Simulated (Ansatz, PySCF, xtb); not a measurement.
Bonds broken one at a time in the series Ga Cl-OH. Isolated molecules, 0 K electronic values unless said otherwise. One relaxed conformer stands for each flexible species; it need not be the lowest. Strings in code marks are SMILES.

Quantity: homolytic bond dissociation enthalpy at 298 K (no spin–orbit term), in eV. Thermal and zero-point terms are GFN2-xTB rigid-rotor harmonic values (xtb).

Level 1: BP86/6-31G* // PBE0-D4/def2-TZVP (PySCF)
Level 2: PBE/6-31G* // PBE0-D4/def2-TZVP (PySCF)
Level 3: frozen-core MP2/6-31G* // PBE0-D4/def2-TZVP (PySCF)
Level 4: HF/cc-pVTZ // PBE0-D4/def2-TZVP (Ansatz, a program for electronic structure)

| species | level 1 | level 2 | level 3 | level 4 |
|---|---|---|---|---|
| O–Ga bond of `[OH][Ga]([Cl])[Cl]` (H–O–Ga–Cl torsion 180°), giving `[Cl][Ga][Cl]` and `[OH]` | 4.16 | 4.24 | 4.50 | 2.97 |
| Ga–Cl bond of `[OH][Ga]([Cl])[Cl]` (H–O–Ga–Cl torsion 180°), giving `[Cl]` and `[OH][Ga][Cl]` (H–O–Ga–Cl torsion 180°) | 4.00 | 4.08 | 4.19 | 3.31 |
| Cl–Ga bond of `[Cl][Ga]([Cl])[Cl]`, giving `[Cl]` and `[Cl][Ga][Cl]` | 3.92 | 4.00 | 4.12 | 3.19 |
